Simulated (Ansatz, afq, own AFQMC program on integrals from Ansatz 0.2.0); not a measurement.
**InH₃⁺, quartet: AFQMC among the cluster methods**

```xyz
4

In    0.0000   -0.0188    0.0006
H     0.0000    2.3330   -0.0684
H     0.0000   -0.1443   -1.6632
H     0.0000   -0.0483    1.6687
```

Basis def2-SVP with its core potentials. Noble-gas cores (and the filled d shells of Ga–Kr and In–Xe) are frozen. AFQMC by an in-house program on the Cholesky factors that Ansatz 0.2.0 writes for its CCSD(T) run. ph-AFQMC/CISD is guided by a CISD state made of CCSD amplitudes; releasing the constraint for a short imaginary time cuts its bias at the price of noise, slowly where states lie close. ± is one standard error of the sampling. No spin–orbit coupling.

Determinant: UHF, the one that the program's search chose, which needn't be the lowest solution. The geometry is a PBE0/def2-TZVP stationary point of this or a neighbouring charge and spin state.

Full CI on the same integrals is exact in this basis and with this determinant's frozen core.

Cautions: no spin-orbit coupling; inner d shell frozen; another spin lies lower (by 5.97 eV); an unrestricted solution with more broken spin lies lower (246 meV, ⟨S²⟩ 3.88); unrestricted determinant slightly spin contaminated (⟨S²⟩ 3.82 against 3.75); the released energies are still falling, so no released level is given (meV from the phaseless value at times in 1/Eh: -0.6 ± 1.9 at 0.24, -3.3 ± 1.9 at 0.51, -7.7 ± 2.1 at 0.99, -10 ± 3 at 1.62, -13 ± 3 at 2.40), though the last usable value meets full CI within the noise.

- T1 diagnostic: 0.0314
- weight of the determinant in the CISD state: 0.915
- ⟨S²⟩ of the determinant: 3.820
- size of the correlated space: 5 electrons in 32 orbitals

```csv
level,correlation energy (eV)
MP2,-1.0365
CCSD,-1.5940
CCSD(T),-1.6260
```

Problem. Estimate where full CI lies against CCSD(T) on the same integrals.

Solution. 1.2 kJ/mol below CCSD(T).

Reference: full CI, correlation energy -1.638 eV.

| level | E − E(reference) (kJ/mol) | share of correlation (%) |
| --- | --- | --- |
| CCSD(T) | 1.2 | 99.25 |
| CCSDT | 0.1 | 99.95 |
| CCSDT(Q) | 0.0 | 99.99 |
| ph-AFQMC/CISD | 1.3 ± 0.1 | 99.15 |

CCSDT and higher add their correlation energy to the determinant of the CCSD(T) run, since their own runs factorise the integrals more tightly (a shift of under 2 meV). A walk keeps the symmetry of its determinant, which the program's search chose and which needn't be the lowest solution, so a lower state of the same spin and another symmetry isn't excluded.
